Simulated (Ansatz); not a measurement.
Ansatz (a program for electronic structure) input:

Ansatz 0.2 input:
```yaml
crystal:
  periodic: [false, false, false]
  atoms:
    - {symbol: O, position_ang: [-1.03161242, -0.43547658, -0.01906221]}
    - {symbol: C, position_ang: [0.00415137, 0.42058817, 0.00392352]}
    - {symbol: O, position_ang: [1.15861150, 0.10574915, 0.01788813]}
    - {symbol: H, position_ang: [-0.66969788, -1.33749408, -0.02206250]}
    - {symbol: H, position_ang: [-0.37120299, 1.45178455, 0.00791402]}
basis:
  gaussian:
    orbitals: def2-TZVP
hamiltonian:
  xc: {name: r2SCAN}
relax: {f_tol: 0.003, max_steps: 100}
```

**Question.** Predict the final energy.

**Answer.** -189.75055 Eh (r2SCAN/def2-TZVP). The basis has 105 functions.
